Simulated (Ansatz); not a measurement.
# SiB₂H₆: vertical ionisation energy

The task here is to estimate one member of a computed series from the others.

Computed with Ansatz 0.2.0, Gaussian basis. Level: unrestricted cation, the program's frozen cores in correlated methods.

Levels to be run: UKS PBE-D4/def2-TZVPP; UKS r2SCAN-D4/def2-TZVPP; UKS PBE0-D4/def2-TZVPP; UKS B3LYP-D4/def2-TZVPP; UKS wB97X-V/def2-TZVPP; UKS wB97M-V/def2-TZVPP; UKS B2PLYP/def2-TZVPP; UHF-CCSD(T)/def2-TZVPP; UHF-MP2/def2-QZVPP; extrapolation to the limit; then −ε(HOMO) from the neutral's earlier runs with LDA (SPW92), PBE-D4, revPBE-D4, BLYP-D4, r2SCAN-D4, B97M-V, PBE0-D4, B3LYP-D4, r2SCANh-D4, r2SCAN0-D4, HSE06-D4, BHLYP-D4, CAM-B3LYP-D4, LC-ωPBE, ωB97X-V, ωB97M-V.

## Structure used throughout

An earlier PBE0-D4 in a triple-zeta def2 set relaxation fixed the geometry.

SMILES `BB[SiH3]`, 9 atoms, charge 0, spin multiplicity 1.

Atoms are counted from 1 here; the program's logs count them from 0.

Bond lengths: B1–B2 1.608 Å, B1–H4 1.201 Å, B1–H5 1.201 Å, B2–Si3 2.026 Å, B2–H6 1.197 Å, Si3–H7 1.490 Å, Si3–H8 1.490 Å, Si3–H9 1.487 Å. Angles: B2–B1–H4 121.8°, B2–B1–H5 121.8°, H4–B1–H5 116.1°, B1–B2–Si3 116.2°, B1–B2–H6 128.7°, Si3–B2–H6 115.0°, B2–Si3–H7 108.6°, B2–Si3–H8 108.5°, B2–Si3–H9 114.8°, H7–Si3–H8 108.5°, H7–Si3–H9 108.1°, H8–Si3–H9 108.1°.

Set-up of the first run:

in.yaml

```yaml
crystal:
  periodic: [false, false, false]
  atoms:
    - {symbol: B, position_ang: [-1.223492, 0.956186, -0.749963]}
    - {symbol: B, position_ang: [0.327521, 0.568608, -0.579942]}
    - {symbol: Si, position_ang: [0.742637, -0.902988, 0.748655]}
    - {symbol: H, position_ang: [-1.939692, 0.375726, -1.519536]}
    - {symbol: H, position_ang: [-1.755695, 1.764263, -0.038719]}
    - {symbol: H, position_ang: [1.280647, 1.033506, -1.134736]}
    - {symbol: H, position_ang: [1.445531, -2.005386, 0.033436]}
    - {symbol: H, position_ang: [1.656729, -0.356483, 1.791138]}
    - {symbol: H, position_ang: [-0.445686, -1.479731, 1.432468]}
basis:
  gaussian: {orbitals: def2-TZVPP}
total_charge: 1
magnetization: {spin_polarized: true, initial_magnetization: 1}
hamiltonian: {xc: pbe, dispersion: d4}
```

Launch:

```console
$ ansatz run in.yaml --threads 2 --pin off --events-out ev --progress --plain --max-ram 4352MiB
```

Steps of the session up to this table: Cation, UKS PBE-D4/def2-TZVPP; Cation, UKS r2SCAN-D4/def2-TZVPP; Cation, UKS PBE0-D4/def2-TZVPP; Cation, UKS B3LYP-D4/def2-TZVPP; Cation, UKS wB97X-V/def2-TZVPP; Cation, UKS wB97M-V/def2-TZVPP; Cation, UKS B2PLYP (frozen core)/def2-TZVPP; Cation, UHF-CCSD(T)/def2-TZVPP; Cation, UHF-MP2/def2-QZVPP.

One table of the session follows, with a row left open; its other results are not shown here.

For comparison, −ε(HOMO) of the neutral from earlier runs:

| functional | −ε(HOMO) (eV) |
| --- | --- |
| LDA (SPW92) | 6.91 |
| PBE-D4 | 6.82 |
| revPBE-D4 | 6.78 |
| BLYP-D4 | 6.70 |
| r2SCAN-D4 | 7.06 |
| B97M-V | 7.20 |
| PBE0-D4 | ? |
| B3LYP-D4 | 7.82 |
| r2SCANh-D4 | 7.50 |
| r2SCAN0-D4 | 8.16 |
| HSE06-D4 | 7.61 |
| BHLYP-D4 | 9.10 |
| CAM-B3LYP-D4 | 9.36 |
| LC-ωPBE | 10.71 |
| ωB97X-V | 10.35 |
| ωB97M-V | 10.17 |

Estimate the missing values for PBE0-D4.

As computed: −ε(HOMO) (eV): 8.01. In the column «−ε(HOMO) (eV)» it lies between B3LYP-D4 (7.82) and r2SCAN0-D4 (8.16).

To keep in mind: The cation may have settled in a state other than its lowest; no search over hole states beyond the program's own was made.
